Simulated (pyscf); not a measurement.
## Routes from `[O]=[Si][OH]` [doublet] + `[OH2]`

Candidate steps break at most two bonds and form at most two. Each was searched with GFN2-xTB (tblite) first. PySCF, gas phase, ωB97X-D3(BJ)/def2-SVP geometries. Correlated levels are frozen-core, on RHF or UHF. ΔMP2 is the change of the MP2 total energy from the triple- to the quadruple-zeta basis. Energies: CCSD(T)/def2-TZVPP + ΔMP2(QZVPP), kJ/mol, from the separated reactants, doublet surface; ΔG‡ with ideal gas, 1 atm, RRHO with modes under 100 cm⁻¹ raised to 100, one conformer, R ln 2 for chiral ones without a mode under 150 cm⁻¹.

```json
[
 {"products": "HO–Si•(OH)–OH", "type": "addition across a multiple bond or ene-type step", "ΔE‡": "-30.6", "ΔE": "-242.5", "ΔG‡ 298 K": "10.6", "ΔG‡ 900 K": "100.6", "ν‡ (cm⁻¹)": "1035i"},
 {"products": "[O=Si–OH]• + H₂O", "type": "concerted two-bond exchange", "ΔE‡": "14.8", "ΔE": "0.0", "ΔG‡ 298 K": "56.7", "ΔG‡ 900 K": "158.9", "ν‡ (cm⁻¹)": "1199i"}
]
```

Row 1: On the reactant side the descent ends in an adduct with a O–Si contact, 60.7 kJ/mol under the separated species and 15.7 kJ/mol under the saddle at ωB97X-D3(BJ)/def2-TZVP. Row 2: On the reactant side the descent ends in a bound adduct, 55.4 kJ/mol under the separated species and 57.3 kJ/mol under the saddle at ωB97X-D3(BJ)/def2-TZVP. On the product side the descent ends in a bound adduct, 55.4 kJ/mol under the separated species and 57.3 kJ/mol under the saddle at ωB97X-D3(BJ)/def2-TZVP. 

Plain bond fissions and candidates not yet searched are not listed, and one of them may be faster. Each barrier is that of the saddle found; lower ones may exist. The CCSD(T) − MP2 part came from Ansatz, without density fitting, on the same reference.
